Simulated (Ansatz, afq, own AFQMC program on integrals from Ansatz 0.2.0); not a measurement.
## AlGaHF, singlet in cc-pVDZ, levels against CCSDT(Q)

```xyz
4

F     0.0000    0.2780    2.8734
Al    0.0000   -0.3368    1.3309
Ga    0.0000    0.0372   -1.2999
H     0.0000    1.2041    0.1341
```

Connectivity, by distances: F–Al–Ga, 1 bridging H.

Basis cc-pVDZ. Only valence electrons are correlated. Integrals, coupled cluster, full CI and functionals: Ansatz 0.2.0; the random walks run on the same integrals in our own AFQMC program. ph-AFQMC/CISD is guided by a CISD state made of CCSD amplitudes; releasing the constraint for a short imaginary time cuts its bias at the price of noise, slowly where states lie close. Free AFQMC starts from the CCSD state and is never constrained. Its projection time is finite, and what remains of the start isn't in its error. ± is one standard error of the sampling. No spin–orbit coupling.

Determinant: UHF, the one that the program's search chose, which needn't be the lowest solution. The geometry is a PBE0/def2-TZVP stationary point of this or a neighbouring charge and spin state.

No full CI on the walks' own integrals is used here; CCSDT(Q) serves as the reference and is uncertain by about the last step of the cluster series.

Cautions: no relativity below Rb; no spin-orbit coupling; inner d shell frozen; the determinant is a saddle point among determinants of its kind.

The T1 diagnostic is 0.0174 and the weight of the determinant in the CISD state is 0.842. The ⟨S²⟩ of the determinant is 0.000. The size of the correlated space is 14 electrons in 44 orbitals.

```json
{"level": "MP2", "correlation energy (eV)": "-8.1117"}
{"level": "CCSD", "correlation energy (eV)": "-8.8912"}
{"level": "CCSD(T)", "correlation energy (eV)": "-9.0981"}
```

**Question.** Estimate where phaseless AFQMC with the Hartree–Fock trial lies against CCSD(T) on the same integrals.

**Answer.** 178.2 ± 76.3 meV below CCSD(T).

Reference: CCSDT(Q), correlation energy -9.150 eV. The released energy is read at 2.40 1/Eh (meV from the phaseless value at times in 1/Eh: -13 ± 20 at 0.24, -59 ± 25 at 0.51, -93 ± 25 at 0.99, -51 ± 28 at 1.62, 27 ± 35 at 2.40).

| level | E − E(reference) (meV) | share of correlation (%) |
| --- | --- | --- |
| CCSD(T) | 52.4 | 99.43 |
| CCSDT | 22.2 | 99.76 |
| ph-AFQMC/HF | -125.8 ± 76.3 | 101.37 |
| ph-AFQMC/CISD | 32.4 ± 19.5 | 99.65 |
| released AFQMC | 59.9 ± 35.3 | 99.35 |
| free AFQMC | 16.8 ± 32.2 | 99.82 |

Free projections are given only where their last times agree within the noise and don't stop above the reference; a slow remainder of the start can still hide under it. A walk keeps the symmetry of its determinant, which the program's search chose and which needn't be the lowest solution, so a lower state of the same spin and another symmetry isn't excluded. Released energies are given only where the last usable release times agree within the noise; a slower fall can still hide under it.
